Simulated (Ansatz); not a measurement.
Reaction: C3H8O (SMILES CCOC) → CH3O (SMILES C[O], doublet) + C2H5 (SMILES [CH2]C, doublet) (the C-O bond breaks)
Each species at its own B3LYP-D3(BJ)/def2-TZVP minimum (Ansatz, a quantum-chemistry and plane-wave program), one conformer.

Wanted: bond dissociation energy (electronic), in kcal/mol. Open shells are spin-unrestricted; no spin-orbit coupling. CBS(X,Y): correlation extrapolated as X^-3, Hartree-Fock from the larger set. A bracket is a step between two methods taken in the basis named. Functionals run without relativity, which enters their misses. Double hybrids freeze cores in their MP2 part. 'core' is core correlation in cc-pwCVTZ, 'X2C' scalar relativity in cc-pVTZ-DK, both at CCSD(T).

CCSD(T)/CBS(cc-pVTZ,cc-pVQZ) + [CCSDT(Q) - CCSD(T)]/cc-pVDZ + core + X2C (Ansatz) gives 92.5 kcal/mol.

Problem. How far off this value is PBE/def2-TZVPD (Ansatz), in which direction, and which of these levels come nearer: r2SCAN/def2-TZVPD, wB97M-V/def2-TZVPD, B2PLYP/def2-TZVPD, CCSD(T)/CBS(cc-pVTZ,cc-pVQZ) + core + X2C?

Solution. PBE gives 86.1 kcal/mol, 6.4 kcal/mol below it. Differences of the others: r2SCAN/def2-TZVPD (Ansatz) -10.9; wB97M-V/def2-TZVPD (Ansatz) -2.3; B2PLYP/def2-TZVPD (Ansatz) -5.3; CCSD(T)/CBS(cc-pVTZ,cc-pVQZ) + core + X2C (Ansatz) 0.0 kcal/mol. Nearer than PBE: wB97M-V/def2-TZVPD, B2PLYP/def2-TZVPD, CCSD(T)/CBS(cc-pVTZ,cc-pVQZ) + core + X2C.
